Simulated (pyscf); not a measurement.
Optimised with ωB97X-D3(BJ)/def2-SVP in PySCF. MP2 and CC: frozen core, UHF for open shells. ΔMP2 is the change of the MP2 total energy from the triple- to the quadruple-zeta basis.

**Question.** How much does it cost (ΔH, 298 K, CCSD(T)/def2-TZVPP + ΔMP2(QZVPP)) to split H₃C–Na at its C–Na bond into CH₃• + Na•?

**Answer.** C–Na to CH₃• + Na•: 1.46 eV. The CCSD(T) − MP2 part came from Ansatz, without density fitting, on the same reference. The frozen core leaves the outer d or s,p core shells of the metals and heavy elements correlated in the MP2 and CC values, and def2-TZVPP describes them poorly, which can shift differences by a few kcal/mol.
